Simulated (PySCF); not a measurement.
C3H2 (singlet state).
Atom-mapped SMILES: `[C:1]=[C:2]=[CH2:3]` (hydrogens: H4, H5 on C3)

Level of theory: core-valence-separated Tamm–Dancoff BHandHLYP/aug-pcX-1 (pcseg-1 on H) in PySCF, non-relativistic, gas phase, PBE0-D3(BJ)/def2-SVP geometry.

Computed carbon K-edge spectrum, Gaussian lines of 0.3 eV full width, highest printed point 100; it ends one width below the last computed root. Absolute energies from this functional tend to lie a few eV below measured edges; no shift was applied.

(photon energy (eV), absorption): (279.0, 17), (279.2, 100), (279.4, 50), (279.6, 2), (279.8, 0), (280.0, 0), (280.2, 9), (280.4, 23), (280.6, 5), (280.8, 1), (281.0, 30), (281.2, 88), (281.4, 22), (281.6, 0), (281.8, 0), (282.0, 0), (282.2, 0), (282.4, 0), (282.6, 0), (282.8, 0), (283.0, 0), (283.2, 0), (283.4, 19), (283.6, 72), (283.8, 27), (284.0, 62), (284.2, 72), (284.4, 7), (284.6, 0), (284.8, 0), (285.0, 5), (285.2, 56), (285.4, 55), (285.6, 5), (285.8, 0), (286.0, 0), (286.2, 0), (286.4, 0), (286.6, 0), (286.8, 0), (287.0, 0), (287.2, 2), (287.4, 24), (287.6, 46), (287.8, 19), (288.0, 2), (288.2, 3)

Q: Where are the maxima, and which lines make them up?

A: 7 maxima:
- 279.2 eV: C1 (carbon bonded to C), 279.24 eV, f = 0.081, 1s→π*, 100 % of the height at the exact maximum
- 280.4 eV: C2 (central carbon of cumulated double bonds), 280.37 eV, f = 0.018, 100 % of the height at the exact maximum
- 281.2 eV: C3 (outer carbon of cumulated double bonds), 281.19 eV, f = 0.068, 1s→π*, 100 % of the height at the exact maximum
- 283.6 eV: C2 (central carbon of cumulated double bonds), 283.61 eV, f = 0.055, 100 % of the height at the exact maximum
- 284.1 eV: C1 (carbon bonded to C), 284.11 eV, f = 0.070, 100 % of the height at the exact maximum
- 285.3 eV: C2 (central carbon of cumulated double bonds), 285.30 eV, f = 0.058, 100 % of the height at the exact maximum
- 287.6 eV: C3 (outer carbon of cumulated double bonds), 287.51 eV, f = 0.022, 55 % of the height at the exact maximum; C1 (carbon bonded to C), 287.71 eV, f = 0.013, 20 % of the height at the exact maximum; C3 (outer carbon of cumulated double bonds), 287.61 eV, f = 0.008, 20 % of the height at the exact maximum

Roots within 0.03 eV on the same or equivalent atoms count as one line; shares under 12 % aren't listed.

Vibrational structure and lifetime widths aren't in the curve. The ionisation threshold wasn't computed; near and above it a finite basis only mimics Rydberg series and continuum.

Hardware: Arm Neoverse V1, one thread, no GPU, shared host with 32 logical CPUs at a one-minute load of 21. Cost: 1.8 s wall, 0.38 GiB resident at most.
